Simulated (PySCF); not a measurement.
# HS− (hydrosulfide): NEVPT2(2,2)/6-31G(d) (spherical functions)

Aim: the energy change on altering one bond length of HS− (hydrosulfide) at NEVPT2(2,2)/6-31G* (spherical functions), from 2 runs. The job is set up through a Python script.

The calculation is run with PySCF 2.14.0.

9 further runs of the same task are left out: 9 set aside as unsound or not needed.

### 1 Starting point

HS− has 2 atoms, charge -1, and is taken as a singlet. SMILES: `[SH-]`. The coordinates come from a PBE0-D4/def2-TZVPD relaxation.

Bond lengths: S1–H2 1.346 Å.

### 2 The energy at NEVPT2(2,2)/6-31G(d) (spherical functions)

The input, run.py:

```python
import numpy
from pyscf import gto, scf, mp, mcscf, mrpt

mol = gto.M(
    atom=[
    ('S', (0.574700, -0.187900, 0.295500)),
    ('H', (-0.574700, 0.187900, -0.295500)),
],
    basis='6-31g*',
    max_memory=1860,
    charge=-1,
    verbose=3,
    spin=0,
)

mf = scf.RHF(mol)
mf.conv_tol = 1e-10
mf.kernel()
if not mf.converged:
    mf = mf.newton().run(mf.mo_coeff, mf.mo_occ)

pt = mp.MP2(scf.addons.convert_to_uhf(mf)).run()
noons, natorbs = mcscf.addons.make_natural_orbitals(pt)
print('natural occupations', numpy.round(noons[:40], 4))
cas = mcscf.CASSCF(mf, 2, 2)
cas.fix_spin_(ss=0.0)
cas.natorb = True
cas.kernel(natorbs)
e_pt2 = mrpt.NEVPT(cas).kernel()
energy = cas.e_tot + e_pt2
print('E(%s) = %.9f' % ('NEVPT2', energy))
```

The run is started by

```console
OMP_NUM_THREADS=1 python run.py
```

The log of the run:

```text
converged SCF energy = -398.091826992656
E(UMP2) = -398.214115164215  E_corr = -0.122288171558386
E(SCS-UMP2) = -398.213855808975  E_corr = -0.12202881631857
natural occupations [2.0000e+00 1.9999e+00 1.9998e+00 1.9998e+00 1.9998e+00 1.9845e+00
 1.9732e+00 1.9732e+00 1.9709e+00 2.2100e-02 1.2800e-02 1.2800e-02
 8.8000e-03 8.4000e-03 8.4000e-03 7.7000e-03 7.7000e-03 7.3000e-03
 2.2000e-03 7.0000e-04]
CASSCF energy = -398.107700605900
CASCI E = -398.107700605900  E(CI) = -1.14363031171769  S^2 = 0.0000000
Sr    (-1)',   E = -0.00000000046137
Si    (+1)',   E = -0.00000000001626
Sijrs (0)  ,   E = -0.06283304999641
Sijr  (+1) ,   E = -0.00829136169257
Srsi  (-1) ,   E = -0.02117607681531
Srs   (-2) ,   E = -0.00360579487719
Sij   (+2) ,   E = -0.00084874995667
Sir   (0)' ,   E = -0.01071376575858
Nevpt2 Energy = -0.107468799574366
E(NEVPT2) = -398.215169405
```

Wall time 1.1 s (1 thread of Arm Neoverse V1, shared host); peak memory 0.12 GiB.

### 3 The distorted shape, same level

run.py, as its differences from that of step 2:

```diff
@@ -4,11 +4,12 @@
 mol = gto.M(
-    atom=[
-    ('S', (0.574700, -0.187900, 0.295500)),
-    ('H', (-0.574700, 0.187900, -0.295500)),
-],
-    basis='6-31g*',
+    atom='''
+S      2.172131    -0.710186     1.116870
+H     -1.086026     0.355080    -0.558414
+''',
     max_memory=1860,
     charge=-1,
+    unit='bohr',
+    spin=0,
     verbose=3,
-    spin=0,
+    basis='6-31g*',
 )
@@ -30,2 +31,2 @@
 energy = cas.e_tot + e_pt2
-print('E(%s) = %.9f' % ('NEVPT2', energy))
+print('Final energy', energy)
```

The run is started by

```console
OMP_NUM_THREADS=1 python run.py
```

The log of the run:

```text
converged SCF energy = -398.010566238804
E(UMP2) = -398.139896141852  E_corr = -0.129329903048034
E(SCS-UMP2) = -398.142408153633  E_corr = -0.131841914828449
natural occupations [2.0000e+00 1.9999e+00 1.9998e+00 1.9998e+00 1.9997e+00 1.9804e+00
 1.9726e+00 1.9726e+00 1.9455e+00 5.5000e-02 1.3400e-02 1.3400e-02
 8.2000e-03 8.2000e-03 7.4000e-03 7.2000e-03 7.2000e-03 5.5000e-03
 3.4000e-03 9.0000e-04]
CASSCF energy = -398.050688431777
CASCI E = -398.050688431777  E(CI) = -0.772898290213334  S^2 = 0.0000000
Sr    (-1)',   E = -0.00000000000024
Si    (+1)',   E = -0.00000000000022
Sijrs (0)  ,   E = -0.06400029604412
Sijr  (+1) ,   E = -0.00985135286312
Srsi  (-1) ,   E = -0.01796959887113
Srs   (-2) ,   E = -0.00106275068012
Sij   (+2) ,   E = -0.00090173129177
Sir   (0)' ,   E = -0.01081136809587
Nevpt2 Energy = -0.104597097846593
Final energy -398.1552855296236
```

It took 0.89 s on 1 thread of Arm Neoverse V1, shared host; peak memory 0.12 GiB.

### 4 Summary of results

At NEVPT2(2,2)/6-31G* (spherical functions):

```
                                                              quantity          value
                                             first shape: total energy  -398.21517 Eh
                      first shape: HOMO energy (Hartree–Fock orbitals)       -1.91 eV
                      first shape: LUMO energy (Hartree–Fock orbitals)       12.36 eV
    first shape: HOMO–LUMO gap (to an unbound level, set by the basis)       14.27 eV
                                         distorted shape: total energy  -398.15529 Eh
                  distorted shape: HOMO energy (Hartree–Fock orbitals)       -2.59 eV
                  distorted shape: LUMO energy (Hartree–Fock orbitals)        7.95 eV
distorted shape: HOMO–LUMO gap (to an unbound level, set by the basis)       10.54 eV
     energy change with the S1–H2 bond stretched from 1.346 to 2.019 Å       1.630 eV
```

In words: With the S1–H2 bond stretched from 1.346 to 2.019 Å the energy rises by 1.63 eV (157 kJ/mol). The first shape isn't relaxed at this level, so the change isn't measured from a minimum.
